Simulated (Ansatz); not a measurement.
This geometry of CH3AlF (6 atoms, charge 0, multiplicity 2) is a first-order saddle point.

The calculation used UKS PBE/6-31G* (Ansatz).

```xyz
6
Properties=species:S:1:pos:R:3
F -1.316 -1.509 -0.156
C -0.052 -1.024 0.074
Al 0.184 0.920 -0.037
H 0.641 -1.851 0.291
H 0.560 1.620 -1.434
H -0.017 1.844 1.261
```

Task: Which two structures does it join? (They come from a converged band through this point; their orientation in space is the band's.)

Result: No bond is made or broken. The dihedral F1–C2–Al3–H5 goes from -180 to 0°. The two ends are copies of one structure, up to a mirror image or an exchange of like atoms.

Image 0:

```xyz
6
Properties=species:S:1:pos:R:3
F -0.909 -1.528 0.987
C -0.135 -0.976 0.023
Al 0.175 0.944 -0.084
H 0.256 -1.772 -0.636
H 1.111 1.425 -1.291
H -0.499 1.906 1.002
```

Image 8:

```xyz
6
Properties=species:S:1:pos:R:3
F 0.273 -1.890 -0.697
C -0.219 -0.950 0.144
Al 0.172 0.946 -0.079
H -0.836 -1.437 0.919
H 1.102 1.414 -1.293
H -0.492 1.918 1.007
```

Task: How far does it lie above each of them?

Result: 9.1 kcal/mol above the first and 9.1 kcal/mol above the second. This is the barrier of this one path; another mechanism may lie lower.

Run time: 100 s on 1 CPU thread of a shared host.
